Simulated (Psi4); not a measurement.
Pair of molecules, SMILES c1ccccc1 with SMILES O (the first has 12 atoms); geometry from S66by8 set.
(charge 0, multiplicity 1):
```xyz
15

C      0.8331    -0.6040    -1.2076
H      0.9492    -1.1317    -2.1441
C      0.5309     0.7569    -1.2079
H      0.4100     1.2841    -2.1441
C      0.3803     1.4378     0.0000
H      0.1445     2.4930     0.0000
C      0.5309     0.7569     1.2079
H      0.4100     1.2841     2.1441
C      0.8331    -0.6040     1.2076
H      0.9492    -1.1317     2.1441
C      0.9846    -1.2841     0.0000
H      1.2215    -2.3393     0.0000
O     -3.0145    -0.2997     0.0000
H     -2.8497    -1.2444     0.0000
H     -2.1272     0.0719     0.0000
```

Method: Psi4 with SAPT0/jun-cc-pV(D+d)Z.

### Question
Give the four SAPT terms and the total, and say what mostly holds the pair together.

### Answer
electrostatics -10.1, exchange 5.3, induction -2.0, dispersion -5.4, total -12.3 kJ/mol; the largest attraction is electrostatics.
